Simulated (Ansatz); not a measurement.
Consider the ligand exchange at the Si–C bond: `C[SiH2]P` + HCl → `P[SiH2]Cl` + CH₄.

Gas-phase electronic energies from Ansatz, PBE0-D4/def2-TZVP geometries. CBS: MP2 limit from def2 TZ/QZ plus the TZ coupled-cluster correction, frozen cores. This one scheme is used for every species. DFT in def2-TZVPP. B3LYP here is the variant with VWN-RPA as its local correlation; programs differ in this. Each species was taken in one conformer, which may not be the lowest.

`C[SiH2]P`:

```xyz
10

C    -1.193   -0.719    0.623
Si    0.466   -0.433   -0.193
P     1.076    1.723    0.089
H    -1.487   -1.768    0.539
H    -1.968   -0.111    0.151
H    -1.153   -0.457    1.683
H     0.406   -0.820   -1.630
H     1.517   -1.262    0.460
H     2.162    1.639   -0.824
H     0.174    2.209   -0.896
```

HCl:

```xyz
2

Cl   -0.118   -0.527    0.342
H     0.118    0.527   -0.342
```

`P[SiH2]Cl`:

Cartesian coordinates in Å:
```
P 0.642 -1.135 -0.801
Si 0.014 0.642 0.418
Cl 0.230 2.325 -0.747
H -0.580 -1.163 -1.526
H 0.170 -2.038 0.193
H 0.918 0.767 1.587
H -1.395 0.602 0.876
```

CH₄:

Cartesian coordinates in Å:
```
C 0.000 0.000 0.000
H -0.695 0.835 0.085
H 0.895 0.325 -0.530
H -0.474 -0.812 -0.551
H 0.274 -0.348 0.996
```

```
             level  ΔE (kcal/mol)
         r2SCAN-D4          -24.5
            B97M-V          -24.9
           PBE0-D4          -23.7
        r2SCAN0-D4          -24.6
             B3LYP          -24.8
           r2SCANh          -24.7
CCSD(T)/def2-TZVPP          -23.0
SCS-MP2/def2-QZVPP          -24.8
```

**Question.** What does CCSD(T)/CBS give? (An estimate is asked.)

**Answer.** Computed: -24.0 kcal/mol. The listed levels differ from it by -0.5, -0.9, 0.3, -0.6, -0.8, -0.7, 1.0, -0.8 kcal/mol.

Largest T1 diagnostic among the species: 0.012.

Leaving LDA and LC-ωPBE aside and taking each functional with its dispersion term where it has one, the values, not all of them listed here, spread over 2.1 kcal/mol, from BHLYP-D4 to revPBE-D4. LDA lies +1.4 kcal/mol from PBE without D4. At CCSD(T), def2-SVP lies +1.6 kcal/mol from the extrapolated value and def2-TZVPP +1.0 kcal/mol.
